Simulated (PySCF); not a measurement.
**OH− (hydroxide): levels of theory compared**

Wanted: a comparison of 3 runs (PBE/6-31G*, CISD/6-31G*, CCSD(T)/6-31G*) of OH− (hydroxide). The job is set up through a Python script.

Program for the calculation: PySCF 2.14.0.

2 further runs of the same task are left out: 2 set aside as unsound or not needed.

**1. Starting point**

OH− has 2 atoms, charge -1, and is taken as a singlet. SMILES: `[OH-]`. Geometry: relaxed at PBE0-D4/def2-TZVPD.

Bond lengths: O1–H2 0.964 Å.

**2. The energy at PBE/6-31G(d) (spherical functions) (run 1)**

File run.py:

```python
from pyscf import gto, dft

mol = gto.M(
    atom=[
    ('O', (0.411800, -0.131800, 0.212500)),
    ('H', (-0.411800, 0.131800, -0.212500)),
],
    basis='6-31g*',
    charge=-1,
    max_memory=1860,
    verbose=4,
    spin=0,
)

myscf = dft.RKS(mol)
myscf.xc = 'pbe'
myscf.grids.level = 5
myscf.conv_tol = 1e-10
myscf.kernel()
if not myscf.converged:
    myscf = myscf.newton().run(myscf.mo_coeff, myscf.mo_occ)

energy = myscf.e_tot
print('Final energy', energy)
```

On the command line:

```sh
$ OMP_NUM_THREADS=1 python run.py
```

Standard output:

```text
PySCF version 2.14.0

[INPUT] num. atoms = 2
[INPUT] num. electrons = 10
[INPUT] charge = -1
[INPUT] spin (= nelec alpha-beta = 2S) = 0
[INPUT] symmetry False subgroup None
[INPUT] Mole.unit = angstrom
[INPUT] Symbol           X                Y                Z      unit          X                Y                Z       unit  Magmom
[INPUT]  1 O      0.411800000000  -0.131800000000   0.212500000000 AA    0.778189218096  -0.249065903218   0.401566801470 Bohr   0.0
[INPUT]  2 H     -0.411800000000   0.131800000000  -0.212500000000 AA   -0.778189218096   0.249065903218  -0.401566801470 Bohr   0.0

nuclear repulsion = 4.39356704194782
number of shells = 8
number of NR pGTOs = 31
number of NR cGTOs = 16
basis = 6-31g*
ecp = {}

[... 54 lines left out ...]
converged SCF energy = -75.6280904054158
Final energy -75.62809040541579
```

It took 1.9 s on 1 thread of Arm Neoverse V1, shared host; peak memory 0.15 GiB.

**3. The energy at CISD/6-31G(d) (spherical functions) (run 2)**

File calc.py:

```python
from pyscf import gto, scf, ci

molecule = gto.M(
    atom=[
    ('O', (0.411800, -0.131800, 0.212500)),
    ('H', (-0.411800, 0.131800, -0.212500)),
],
    verbose=4,
    max_memory=1860,
    charge=-1,
    spin=0,
    basis='6-31g*',
)

mf = scf.RHF(molecule)
mf.conv_tol = 1e-10
mf.kernel()
if not mf.converged:
    mf = mf.newton().run(mf.mo_coeff, mf.mo_occ)

cisd = ci.CISD(mf, frozen=1)
cisd.kernel()
energy = cisd.e_tot
print('E(%s) = %.9f' % ('CISD', energy))
```

On the command line:

```sh
$ OMP_NUM_THREADS=1 python calc.py
```

Standard output:

```text
PySCF version 2.14.0

[INPUT] num. atoms = 2
[INPUT] num. electrons = 10
[INPUT] charge = -1
[INPUT] spin (= nelec alpha-beta = 2S) = 0
[INPUT] symmetry False subgroup None
[INPUT] Mole.unit = angstrom
[INPUT] Symbol           X                Y                Z      unit          X                Y                Z       unit  Magmom
[INPUT]  1 O      0.411800000000  -0.131800000000   0.212500000000 AA    0.778189218096  -0.249065903218   0.401566801470 Bohr   0.0
[INPUT]  2 H     -0.411800000000   0.131800000000  -0.212500000000 AA   -0.778189218096   0.249065903218  -0.401566801470 Bohr   0.0

nuclear repulsion = 4.39356704194782
number of shells = 8
number of NR pGTOs = 31
number of NR cGTOs = 16
basis = 6-31g*
ecp = {}

******** <class 'pyscf.scf.hf.RHF'> ********
method = RHF
initial guess = minao
damping factor = 0
level_shift factor = 0
DIIS = <class 'pyscf.scf.diis.CDIIS'>
diis_start_cycle = 1
diis_space = 8
diis_damp = 0
SCF conv_tol = 1e-10
SCF conv_tol_grad = None
SCF max_cycles = 50
direct_scf = True
direct_scf_tol = 1e-13
Set gradient conv threshold to 1e-05
Initial guess from minao.
init E= -75.0189756434856
  HOMO = -0.432018000547247  LUMO = 0.174343976339022  gap/eV = 16.49995
cycle= 1 E= -75.2024498305635  delta_E= -0.183  |g|= 0.79  |ddm|= 1.01
  HOMO = 0.141051255878912  LUMO = 0.57619203078889  gap/eV = 11.84078
cycle= 2 E= -75.2813606243835  delta_E= -0.0789  |g|= 0.49  |ddm|= 0.919
  HOMO = -0.028048721115375  LUMO = 0.556580502101052  gap/eV = 15.90857
cycle= 3 E= -75.3239917374603  delta_E= -0.0426  |g|= 0.0231  |ddm|= 0.335
  HOMO = -0.0320898274147966  LUMO = 0.566127376189862  gap/eV = 16.27832
cycle= 4 E= -75.3242661899731  delta_E= -0.000274  |g|= 0.00777  |ddm|= 0.0333
  HOMO = -0.0349028182142577  LUMO = 0.566678566099662  gap/eV = 16.36986
cycle= 5 E= -75.324304651278  delta_E= -3.85e-05  |g|= 0.00138  |ddm|= 0.017
  HOMO = -0.0352494347437091  LUMO = 0.566766474757534  gap/eV = 16.38169
cycle= 6 E= -75.3243059212946  delta_E= -1.27e-06  |g|= 0.000227  |ddm|= 0.00356
  HOMO = -0.0353377603727099  LUMO = 0.566785118193281  gap/eV = 16.38460
cycle= 7 E= -75.3243059460217  delta_E= -2.47e-08  |g|= 1.2e-05  |ddm|= 0.000524
  HOMO = -0.0353371476034723  LUMO = 0.566783246737842  gap/eV = 16.38453
cycle= 8 E= -75.3243059460667  delta_E= -4.5e-11  |g|= 1.78e-06  |ddm|= 1.61e-05
  HOMO = -0.035337375379897  LUMO = 0.56678347743888  gap/eV = 16.38454
Extra cycle  E= -75.3243059460677  delta_E= -9.66e-13  |g|= 5.04e-07  |ddm|= 1.39e-06
converged SCF energy = -75.3243059460677

******** <class 'pyscf.ci.cisd.RCISD'> ********
CISD nocc = 4, nmo = 15
frozen orbitals 1
max_cycle = 50
direct = 0
conv_tol = 1e-09
max_cycle = 50
max_space = 12
lindep = 0
nroots = 1
Init t2, MP2 energy = -0.18457508572877
RCISD converged
E(RCISD) = -75.50820373970308  E_corr = -0.1838977936353929
E(CISD) = -75.508203740
```

Wall time 0.81 s (1 thread of Arm Neoverse V1, shared host); peak memory 0.099 GiB.

**4. A single-point energy at CCSD(T)/6-31G(d) (spherical functions) (run 3)**

File input.py:

```python
# [OH-]
from pyscf import gto, cc

mol = gto.M(
    atom=[
    ('O', (0.411800, -0.131800, 0.212500)),
    ('H', (-0.411800, 0.131800, -0.212500)),
],
    charge=-1,
    verbose=4,
    max_memory=1860,
    basis='6-31g*',
)

calc0 = mol.RHF()
calc0.conv_tol = 1e-10
calc0.kernel()
if not calc0.converged:
    calc0 = calc0.newton().run(calc0.mo_coeff, calc0.mo_occ)

mycc = cc.CCSD(calc0, frozen=1)
mycc.kernel()
e_t = mycc.ccsd_t()
e_final = mycc.e_tot + e_t
print('E = %.10f Eh' % e_final)
```

On the command line:

```sh
$ OMP_NUM_THREADS=1 python input.py
```

Standard output:

```text
PySCF version 2.14.0

[INPUT] num. atoms = 2
[INPUT] num. electrons = 10
[INPUT] charge = -1
[INPUT] spin (= nelec alpha-beta = 2S) = 0
[INPUT] symmetry False subgroup None
[INPUT] Mole.unit = angstrom
[INPUT] Symbol           X                Y                Z      unit          X                Y                Z       unit  Magmom
[INPUT]  1 O      0.411800000000  -0.131800000000   0.212500000000 AA    0.778189218096  -0.249065903218   0.401566801470 Bohr   0.0
[INPUT]  2 H     -0.411800000000   0.131800000000  -0.212500000000 AA   -0.778189218096   0.249065903218  -0.401566801470 Bohr   0.0

nuclear repulsion = 4.39356704194782
number of shells = 8
number of NR pGTOs = 31
number of NR cGTOs = 16
basis = 6-31g*
ecp = {}

[... 35 lines left out ...]
converged SCF energy = -75.3243059460677
[... 12 lines left out ...]
Init t2, MP2 energy = -75.5088810317964  E_corr(MP2) -0.18457508572877
[... 10 lines left out ...]
CCSD converged
[... 2 lines left out ...]
E = -75.5173129248 Eh
```

Run time: 1 s. Hardware: 1 thread of Arm Neoverse V1, shared host; peak memory 0.11 GiB.

**5. The series**

```csv
run,level,integration grid,frozen core orbitals,energy (Eh),HOMO energy (eV),LUMO energy (eV),HOMO–LUMO gap (eV),wall time
1,PBE/6-31G* (spherical functions),5,–,-75.628090,6.15,10.83,4.68,1.9 s
2,CISD/6-31G* (spherical functions),–,1,-75.508204,-0.96,15.42,16.38,0.81 s
3,CCSD(T)/6-31G* (spherical functions),–,1,-75.517313,-0.96,15.42,16.38,1 s
```

**6. Summary of results**

| quantity | value |
| --- | --- |
| run 3: total energy | -75.51731 Eh |
| run 3: HOMO energy (Hartree–Fock orbitals) | -0.96 eV |
| run 3: LUMO energy (Hartree–Fock orbitals) | 15.42 eV |
| run 3: HOMO–LUMO gap (to an unbound level, set by the basis) | 16.38 eV |
| run 3: correlation energy (1 core orbital frozen) | -193.0 mEh |
| run 3: (T) correction | -1.46 mEh |
| run 3: T1 diagnostic | 0.005 |

In run 1 the HOMO lies above zero, so the outermost electron may be held by the basis alone. All runs together took 3.8 s, the longest 1.9 s.
